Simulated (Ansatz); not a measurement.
# A geometry optimisation of AlH6NP+ with B3LYP-D3(BJ)/6-311G**

The starting geometry of this gas-phase singlet was optimised with GFN2-xTB.

```xyz
9

Al   -0.4209   -1.0817   -0.4200
N    -2.2748   -0.8612   -1.3053
P     1.3225    0.2829   -0.9410
H    -2.5294   -1.7365   -1.7824
H    -2.4677   -0.1034   -1.9679
H    -2.9677   -0.7678   -0.5492
H    -1.0273   -2.2279    0.4064
H     2.2467   -0.7754   -0.7681
H     1.1022   -0.0513   -2.3064
```

Q: Predict what it relaxes into with B3LYP-D3(BJ)/6-311G**.

A: It keeps its bonds.

The energy falls by 0.17 eV over 21 steps:

```csv
step,E − E(last) (eV)
1,0.168
3,0.017
5,0.001
8,0.000
10,0.000
12,0.000
14,0.000
17,0.000
19,0.000
21,0.000
```

Final geometry (Å):

```yaml
atoms:
  - { symbol: Al, position_ang: [-0.4838, -1.2681, -0.3910] }
  - { symbol: N, position_ang: [-2.2374, -0.8525, -1.3222] }
  - { symbol: P, position_ang: [1.1345, 0.2603, -0.9578] }
  - { symbol: H, position_ang: [-2.6247, -1.6746, -1.7945] }
  - { symbol: H, position_ang: [-2.1843, -0.1110, -2.0242] }
  - { symbol: H, position_ang: [-2.9564, -0.5646, -0.6515] }
  - { symbol: H, position_ang: [-0.8154, -2.4158, 0.6143] }
  - { symbol: H, position_ang: [2.1799, -0.6831, -0.7597] }
  - { symbol: H, position_ang: [0.9713, -0.0130, -2.3473] }
```

Frequencies at the end are all real (lowest 43 cm⁻¹). Run with Ansatz 0.2.0, 36 s on 2 threads of Arm Neoverse V1 (shared host).
